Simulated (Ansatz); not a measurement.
# BClFH: the cost of one run

Program: Ansatz 0.2.0. Level of theory: RKS r2SCANh/def2-SVP. These are calculated values, not measurements.

1 further run of the same task is left out (it didn't finish).

## 1. The system as given

Bond lengths: B1–Cl3 2.060 Å, B1–F4 1.320 Å. Angles: Cl3–B1–F4 155.3°.

Coordinates:

```xyz
4

B     0.0000    0.0000    0.0000
H     0.5157    0.0000    1.2908
Cl    2.0511    0.0000    0.1912
F    -1.1431    0.0000   -0.6600
```

## 2. Pulling towards end A

Springs on the bonds that form and break draw the guess towards this end; the thresholds are loose.

Input file input.yaml:

```yaml
crystal:
  periodic: [false, false, false]
  atoms:
    - { symbol: B, position_ang: [0.0, 0.0, 0.0] }
    - { symbol: H, position_ang: [0.5157, 0.0, 1.2908] }
    - { symbol: Cl, position_ang: [2.0511, 0.0, 0.1912] }
    - { symbol: F, position_ang: [-1.1431, 0.0, -0.66] }
basis:
  gaussian: { orbitals: def2-SVP }
hamiltonian:
  xc: r2scanh
relax:
  f_tol: 0.15
  max_steps: 25
  restrain:
    - { distance: [1, 2], at: 2.57, k: 30.0 }
    - { distance: [0, 1], at: 1.19, k: 30.0 }
    - { distance: [0, 2], at: 1.86, k: 30.0 }
```

Launch:

```sh
> ansatz run input.yaml --threads 1 --pin off --max-ram 2048MiB --backend cpu --events-out ev --progress --plain --runs-dir out
```

**Question.** How long does this run take on 1 thread of Arm Neoverse V1, shared host, and how much memory does it need?

About 14 s, with a peak of 0.13 GiB.
